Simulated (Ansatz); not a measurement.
Geometry optimisation, Ansatz 0.2.0, UKS LDA/def2-SVPD.

The input (input.yaml):

```yaml
crystal:
  periodic: [false, false, false]
  atoms:
    - { symbol: H, position_ang: [0.080511, 0.075408, -0.373837] }
    - { symbol: C, position_ang: [0.614335, -0.724348, 0.154997] }
    - { symbol: F, position_ang: [0.595544, -1.833306, -0.604903] }
    - { symbol: F, position_ang: [-0.009202, -0.980046, 1.318633] }
    - { symbol: O, position_ang: [-1.045615, 2.010051, -0.660534] }
    - { symbol: H, position_ang: [1.67211, -0.437643, 0.359146] }
    - { symbol: H, position_ang: [-1.907783, 1.889784, -0.193502] }
magnetization:
  spin_polarized: true
  initial_magnetization: 1
basis:
  gaussian: { orbitals: def2-SVPD }
hamiltonian:
  xc: lda
relax:
  f_tol: 0.03
  max_steps: 50
```

Launched with:

```bash
$ ansatz run input.yaml --threads 4 --pin off --max-ram 5120MiB --backend cpu --events-out ev --progress --plain --runs-dir out
```

Task: Where does it end, and by what steps?

Result: The forces met the threshold. The force dipped under the threshold on the way, but the program's further checks kept it going. After 18 steps the energy has fallen by 1.288 eV; H1 moved furthest, 0.79 Å. Parted: H1–C2 (1.10 → 1.84 Å). Joined: H1–O5 (2.26 → 1.00 Å).

```csv
step,energy less start (eV),largest force component (eV/Å),accepted
0,0.0000,0.925,yes
1,-0.1179,0.783,yes
2,-0.2559,1.119,yes
3,-0.4820,1.415,yes
4,-0.7982,2.323,yes
5,-0.9246,3.375,yes
6,-1.2280,0.887,yes
7,-1.1954,1.486,no
8,-1.2678,0.269,yes
9,-1.2830,0.196,yes
10,-1.2864,0.053,yes
11,-1.2869,0.020,yes
12,-1.2863,0.339,no
13,-1.2875,0.024,yes
14,-1.2867,0.339,no
15,-1.2878,0.080,yes
16,-1.2879,0.178,yes
17,-1.2883,0.068,yes
18,-1.2885,0.022,yes
```

```xyz
7
Properties=species:S:1:pos:R:3
H -0.308 0.759 -0.290
C 0.573 -0.766 0.250
F 0.399 -1.716 -0.641
F 0.116 -1.120 1.431
O -0.705 1.633 -0.561
H 1.591 -0.318 0.260
H -1.667 1.527 -0.450
```

Time of the run: 24 s on 4 threads of Arm Neoverse N1, on a shared host, peak memory 0.22 GiB.
